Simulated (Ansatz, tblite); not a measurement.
Forces on the cluster C₂H₄ at its r2SCAN-D4/def2-TZVP geometry. The state is a singlet with charge 0.

The xTB rows come from tblite. The structure comes from a short search, and lower isomers may exist.

GFN1-xTB (tblite), largest force 0.36 eV/Å:

```xyz
6
positions Å, forces eV/Å
C    -0.160   -0.625   -0.151    0.088    0.343    0.083
C     0.160    0.625    0.151   -0.088   -0.343   -0.083
H    -0.094    1.062    1.111    0.051    0.019   -0.103
H     0.094   -1.062   -1.111   -0.051   -0.019    0.103
H     0.689    1.263   -0.550   -0.048   -0.006    0.106
H    -0.689   -1.263    0.550    0.048    0.006   -0.106
```

GFN2-xTB (tblite), largest force 0.39 eV/Å:

```
C 0.093 0.364 0.088
C -0.093 -0.364 -0.088
H 0.076 -0.071 -0.238
H -0.077 0.071 0.238
H -0.126 -0.123 0.191
H 0.126 0.123 -0.191
```

PBE0-D4/def2-TZVP (Ansatz), largest force 0.15 eV/Å:

```
C 0.036 0.141 0.034
C -0.036 -0.141 -0.034
H 0.001 -0.005 -0.006
H -0.001 0.005 0.006
H -0.004 -0.006 0.003
H 0.004 0.006 -0.003
```
